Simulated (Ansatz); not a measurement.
## Relative stability

Two relaxed structures of BSiH3F, doublet (PBE0-D4/def2-TZVP; forces vanish, vibrations not checked).

A:

B1  (0.299, -0.498, -0.892)
Si2  (-0.246, 0.360, 0.709)
F3  (-0.038, 1.912, 1.011)
H4  (0.067, -1.668, -0.956)
H5  (0.838, 0.099, -1.772)
H6  (-0.920, -0.205, 1.900)
(Å)

B:

```
6
angstrom
B 0.2534 -0.5232 -0.8128
Si -0.3994 -0.0074 0.9304
F 0.2864 2.2486 0.6991
H 0.0982 -1.6757 -1.1269
H 0.7950 0.2012 -1.5995
H 0.0222 2.6252 1.5036
```

Ansatz 0.2.0; basis: def2-TZVPP; cores frozen in the correlated methods; orbitals are unrestricted. B3LYP uses VWN-RPA correlation.

**Question.** Which structure is lower at CCSD(T), and by how much? (An estimate is asked for; the value comes from the calculation.)

**Answer.** By the calculation: A, by 61.04 kcal/mol (electronic energy, against the other). By their contacts, A is BSiH₃F ([BH2][SiH][F]) and B is a complex of BSiH₂ ([BH2][Si]) + HF.

All methods give the same order:

| method | E(B) − E(A) (kcal/mol) |
| --- | --- |
| PBE-D4 | 60.85 |
| r2SCAN-D4 | 66.56 |
| PBE0-D4 | 62.79 |
| B3LYP-D4 | 62.30 |
| wB97M-V | 61.19 |
| HF | 63.34 |
| MP2 | 64.40 |
| CCSD | 61.11 |
| CCSD(T) | 61.04 |

T1 diagnostic: at most 0.020. ⟨S²⟩ of the unrestricted Hartree–Fock references: 0.76 to 0.77 (a pure state has 0.75).

Labels in which every atom is bracketed show which atoms are joined, not bond orders.

For scale, one of the runs: CCSD(T)/def2-TZVPP, 146 basis functions, launched by `ansatz run in.yaml --threads 2 --pin off --events-out ev --progress --plain --max-ram 4352MiB`. The run took 63 s on 2 CPU threads of an Arm Neoverse V1 (shared host), with 2 GiB of host memory at its peak.
